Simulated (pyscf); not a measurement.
Single points on ωB97X-D3(BJ)/def2-SVP structures (PySCF, gas phase). MP2 and CC: frozen core, UHF for open shells. ΔMP2 is the change of the MP2 total energy from the triple- to the quadruple-zeta basis.

**Question.** What is the homolytic dissociation enthalpy (298 K, CCSD(T)/def2-TZVPP + ΔMP2(QZVPP)) of the Al–C bond of H₂C=CH–Al(Cl)–Cl, to •HC=CH₂ + [Cl–Al–Cl]•?

**Answer.** Al–C to •HC=CH₂ + [Cl–Al–Cl]•: 92.3 kcal/mol. The radicals are drawn with the spin at the cut bond; how far it spreads was not checked. Other isomers of •HC=CH₂ were not searched in full and may lie lower. The CCSD(T) − MP2 part came from Ansatz, without density fitting, on the same reference. A UHF reference is spin-contaminated (<S²> up to 0.96), which harms MP2 most.
